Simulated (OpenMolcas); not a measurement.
# UHF/MIDI (RICD fitting, C-PCM dimethylsulfoxide) run of CH4ClSi (SMILES [SiH3][CH]Cl), part 1 of 2

What is the vertical doublet–quartet gap of CH4ClSi at UHF/MIDI (RICD fitting, C-PCM dimethylsulfoxide)? 

The results are computed with OpenMolcas 26.06.

4 further runs of the same task are left out: 4 set aside as unsound or not needed.

## 1. The system as given

The species is CH4ClSi (7 atoms), meant as a doublet with charge 0. SMILES: `[SiH3][CH]Cl`. Geometry: relaxed at GFN2-xTB.

Bond lengths: Si1–C2 1.858 Å, C2–Cl3 1.691 Å, Si1–H4 1.466 Å, Si1–H5 1.461 Å, Si1–H6 1.467 Å, C2–H7 1.079 Å. Angles: Si1–C2–Cl3 121.7°, Si1–C2–H7 125.3°, Cl3–C2–H7 113.0°, C2–Si1–H4 110.2°, C2–Si1–H5 105.7°, C2–Si1–H6 110.4°, H4–Si1–H5 111.3°, H4–Si1–H6 108.2°, H5–Si1–H6 111.1°.

## 2. Energy and gradient at UHF/MIDI (RICD fitting, C-PCM dimethylsulfoxide)

Contents of mol.xyz:

```xyz
7

Si    -0.682180     0.341260    -0.284310
C      0.961750    -0.300430     0.296940
Cl     1.102660    -1.778310     1.107020
H     -1.302230    -0.615500    -1.205790
H     -0.398010     1.610760    -0.949180
H     -1.587970     0.533440     0.853480
H      1.905980     0.208770     0.181860
```

Contents of calc.inp:

```
* CH4ClSi Hartree-Fock
&GATEWAY
BasLib = $CurrDir
Coord = mol.xyz
Basis = MIDI
Group = NoSym
RICD
RF-Input
PCM-Model
Solvent=dimethylsulfoxide
Conductor
End of RF-Input
&SEWARD
&SCF
UHF
Spin = 2
PrOrbitals = 1 2
&ALASKA
```

The basis set MIDI is read from a file made from the Basis Set Exchange's data (not shown).

Started as:

```
$ export MOLCAS_MEM=1860
$ pymolcas calc.inp > calc.log
```

The program printed:

```text
--- Start Module: gateway ---

                                              &GATEWAY

                       available to each process: 1.9 GB of memory, 1 thread

 Basis Set     1 Label: SI.MIDI
 Basis set is read from library:.
 basistype.tbl is not found

 Basis Set     2 Label: C.MIDI
 Basis set is read from library:.
 basistype.tbl is not found

 Basis Set     3 Label: CL.MIDI
 Basis set is read from library:.
 basistype.tbl is not found

 Basis Set     4 Label: H.MIDI
 Basis set is read from library:.
 basistype.tbl is not found

++    Symmetry information:
      ---------------------

                    Character Table for C1

                             E
                    a        1  x, y, xy, Rz, z, xz, Ry, yz, Rx, I
--

++    Basis set information:
      ----------------------

      Basis set label: SI.MIDI.........

      Electronic valence basis set:
      ------------------
      Associated Effective Charge  14.000000 au
      Associated Actual Charge     14.000000 au
      Nuclear Model: Point charge

      Shell  nPrim  nBasis  Cartesian Spherical Contaminant
         s       9       4        X
         p       6       3        X

      Basis set label: C.MIDI.........

      Electronic valence basis set:
      ------------------
      Associated Effective Charge   6.000000 au
      Associated Actual Charge      6.000000 au
      Nuclear Model: Point charge

      Shell  nPrim  nBasis  Cartesian Spherical Contaminant
         s       6       3        X
         p       3       2        X

      Basis set label: CL.MIDI.........

      Electronic valence basis set:
      ------------------
      Associated Effective Charge  17.000000 au
      Associated Actual Charge     17.000000 au
      Nuclear Model: Point charge

      Shell  nPrim  nBasis  Cartesian Spherical Contaminant
         s       9       4        X
         p       6       3        X

      Basis set label: H.MIDI.........

      Electronic valence basis set:
      ------------------
      Associated Effective Charge   1.000000 au
      Associated Actual Charge      1.000000 au
      Nuclear Model: Point charge

      Shell  nPrim  nBasis  Cartesian Spherical Contaminant
         s       3       2        X
--

++    Molecular structure info:
      -------------------------

                    ************************************************
                    **** Cartesian Coordinates / bohr, angstrom ****
                    ************************************************

     Center  Label                x              y              z                     x              y              z
        1      SI1             -1.289133       0.644888      -0.537268             -0.682180       0.341260      -0.284310
        2      C2               1.817444      -0.567730       0.561135              0.961750      -0.300430       0.296940
        3      CL3              2.083725      -3.360519       2.091965              1.102660      -1.778310       1.107020
        4      H4              -2.460858      -1.163126      -2.278613             -1.302230      -0.615500      -1.205790
        5      H5              -0.752130       3.043895      -1.793690             -0.398010       1.610760      -0.949180
        6      H6              -3.000828       1.008056       1.612843             -1.587970       0.533440       0.853480
        7      H7               3.601780       0.394518       0.343666              1.905980       0.208770       0.181860

                    ***************************************
                    *    InterNuclear Distances / bohr    *
                    ***************************************

               1 SI1           2 C2            3 CL3           4 H4            5 H5            6 H6
    1 SI1      0.000000
    2 C2       3.511091        0.000000
    3 CL3      5.859379        3.195937        0.000000
    4 H4       2.770223        5.169384        6.677104        0.000000
    5 H5       2.760834        5.019139        8.009801        4.566611        0.000000
    6 H6       2.772142        5.177349        6.720617        4.488767        4.561333        0.000000
    7 H7       4.975918        2.038890        4.411501        6.786618        5.526665        6.751421

               7 H7
    7 H7       0.000000

                    *******************************************
                    *    InterNuclear Distances / angstrom    *
                    *******************************************

               1 SI1           2 C2            3 CL3           4 H4            5 H5            6 H6
    1 SI1      0.000000
    2 C2       1.857989        0.000000
    3 CL3      3.100650        1.691217        0.000000
    4 H4       1.465939        2.735520        3.533371        0.000000
    5 H5       1.460971        2.656014        4.238604        2.416546        0.000000
    6 H6       1.466954        2.739735        3.556397        2.375353        2.413754        0.000000
    7 H7       2.633143        1.078934        2.334466        3.591324        2.924585        3.572698

               7 H7
    7 H7       0.000000

                    **************************************
                    *    Valence Bond Angles / degree    *
                    **************************************
                          Atom centers                 Phi
                      4 H4       1 SI1      5 H5       111.30
                      4 H4       1 SI1      6 H6       108.17
                      5 H5       1 SI1      6 H6       111.05
--

            Nuclear Potential Energy            133.09351100 au

--- Stop Module: gateway /rc=_RC_ALL_IS_WELL_ ---

[... 53 lines left out ...]
      Nuclear repulsion energy =  133.09351100
[... 52 lines left out ...]
++ Convergence information
                               UHF SCF        iterations: Energy and convergence statistics
[... 16 lines left out ...]
       Convergence after  12 Iterations
[... 3 lines left out ...]
 *                                             SCF/KS-DFT Program, Final results                                             *
 *                                                       Final Results                                                       *
[... 132 lines left out ...]
      Title: Natural orbitals
[... 14 lines left out ...]
  Index Energy  Occupation Coefficients ...

    1 -104.1247    2.0000         23 CL3    1s     ( 0.986),

    2  -68.3452    2.0000          1 SI1    1s     ( 0.988),
[... 27 lines of this table left out ...]
   16   -0.5455    1.9997          3 SI1    1s     ( 0.347),     4 SI1    1s     ( 0.189),     9 SI1    2py    (-0.195),    36 H4     1s     ( 0.185),
                                  40 H6     1s     ( 0.200),

   17   -0.4485    1.9989          9 SI1    2py    ( 0.142),    12 SI1    2pz    ( 0.264),    13 SI1    2pz    ( 0.218),    34 CL3    2pz    ( 0.213),
                                  35 CL3    2pz    ( 0.170),    36 H4     1s     (-0.180),    40 H6     1s     ( 0.209),    41 H6     1s     ( 0.149),

   18   -0.5537    1.9988         19 C2     2py    (-0.262),    20 C2     2py    (-0.258),    31 CL3    2py    ( 0.386),    32 CL3    2py    ( 0.263),
                                  34 CL3    2pz    (-0.214),

   19   -0.5633    1.9985         17 C2     2px    ( 0.354),    18 C2     2px    ( 0.425),    42 H7     1s     ( 0.300),

   20   -0.7905    1.9960         15 C2     1s     ( 0.456),    16 C2     1s     ( 0.369),
[... 7 lines of this table left out ...]
   24    0.4121    0.0012         19 C2     2py    ( 0.530),    20 C2     2py    ( 0.764),    22 C2     2pz    (-0.402),    31 CL3    2py    ( 0.412),
                                  43 H7     1s     (-0.516),

   25    0.5153    0.0011         12 SI1    2pz    ( 0.526),    13 SI1    2pz    ( 0.501),    21 C2     2pz    (-0.517),    37 H4     1s     ( 0.614),
                                  41 H6     1s     (-0.718),

   26    0.4662    0.0003          4 SI1    1s     (-0.992),     6 SI1    2px    ( 0.580),    37 H4     1s     ( 0.816),    41 H6     1s     ( 0.764),

   27    0.9199    0.0002          9 SI1    2py    ( 0.470),    12 SI1    2pz    ( 0.782),    20 C2     2py    (-0.488),    21 C2     2pz    ( 0.734),
                                  22 C2     2pz    (-0.893),

   28    0.4583    0.0000          9 SI1    2py    (-0.847),    38 H5     1s     ( 0.574),    39 H5     1s     ( 0.966),

   29    1.1882    0.0000         16 C2     1s     (-2.898),
[... 7 lines of this table left out ...]
   33    1.4018    0.0000          6 SI1    2px    (-1.227),     7 SI1    2px    ( 1.381),    25 CL3    1s     (-1.279),    26 CL3    1s     (-2.234),
                                  32 CL3    2py    (-1.681),

   34    1.1058    0.0000          6 SI1    2px    ( 1.852),     7 SI1    2px    (-1.994),    32 CL3    2py    (-1.365),

   35    1.1022    0.0000         12 SI1    2pz    ( 1.143),    13 SI1    2pz    (-1.806),    37 H4     1s     (-1.235),    41 H6     1s     ( 1.155),
[... 17 lines of this table left out ...]
   43    0.6771    0.0000          9 SI1    2py    ( 1.325),    10 SI1    2py    (-1.171),    12 SI1    2pz    ( 0.739),    37 H4     1s     ( 0.875),

--

++    Molecular properties:
      ---------------------

      Charge (e):
                      =   -0.0000
      Dipole Moment (debye):
      Origin of the operator (angstrom)=    0.3751   -0.6900    0.4203
                   X= -1.1515E+00               Y=  2.6107E+00               Z= -1.8239E+00           Total=  3.3864E+00
      Quadrupole Moment (debye*angstrom):
      Origin of the operator (angstrom)=    0.3751   -0.6900    0.4203
                  XX= -3.4083E+01              XY=  1.1855E+00              XZ=  3.1534E-01              YY= -3.6836E+01
                  YZ=  9.8437E-02              ZZ= -3.6515E+01
      In traceless form (debye*angstrom)
                  XX=  2.5925E+00              XY=  1.7783E+00              XZ=  4.7302E-01              YY= -1.5370E+00
                  YZ=  1.4766E-01              ZZ= -1.0555E+00
--

--- Stop Module: scf /rc=_RC_ALL_IS_WELL_ ---
--- Module scf spent 2 seconds ---

--- Start Module: alaska ---

                                              &ALASKA

                       available to each process: 1.9 GB of memory, 1 thread

                     Threshold for contributions to the gradient: 1.000E-07

                    ********************************************
                    * Symmetry Adapted Cartesian Displacements *
                    ********************************************

           Irreducible representation : a
           Basis function(s) of irrep: x, y, xy, Rz, z, xz, Ry, yz, Rx, I

 Basis Label        Type   Center Phase
   1   SI1          x         1     1
   2   SI1          y         1     1
   3   SI1          z         1     1
   4   C2           x         2     1
   5   C2           y         2     1
   6   C2           z         2     1
   7   CL3          x         3     1
   8   CL3          y         3     1
   9   CL3          z         3     1
  10   H4           x         4     1
  11   H4           y         4     1
  12   H4           z         4     1
  13   H5           x         5     1
  14   H5           y         5     1
  15   H5           z         5     1
  16   H6           x         6     1
  17   H6           y         6     1
  18   H6           z         6     1
  19   H7           x         7     1
  20   H7           y         7     1
  21   H7           z         7     1

                     No automatic utilization of translational and rotational invariance of the energy is employed.

 RI-ERI gradients!

 **************************************************
 *              Molecular gradients               *
 **************************************************

  Irreducible representation: a
 ------------------------------------------------------------------------------------------
                              X                       Y                       Z
 ------------------------------------------------------------------------------------------
  SI1              -8.03681266475627E-02    5.22492399911769E-02   -1.20205755446745E-01
  C2               -2.25900200362801E-02   -6.53426975226319E-02    3.05788905028597E-02
  CL3              -8.91493158561563E-03    8.11687180208036E-02   -4.45700525923343E-02
  H4                8.33558424439329E-02    1.39866018714885E-01    1.44076613057979E-01
  H5               -2.08720495455104E-02   -2.00098480813478E-01    7.34459102280751E-02
  H6                4.96101268667708E-02   -7.56298318595505E-03   -8.35769203422405E-02
  H7               -2.20841495720325E-04   -2.79815204821787E-04    2.51314592414453E-04
 ------------------------------------------------------------------------------------------

--- Stop Module: alaska /rc=_RC_ALL_IS_WELL_ ---

.##################.
.# Happy landing! #.
.##################.

    Timing: Wall=3.57 User=3.08 System=0.45
```

It took 3.9 s on 1 thread of Arm Neoverse V1, shared host; peak memory 0.25 GiB.

(Continued in part 2 of 2.)
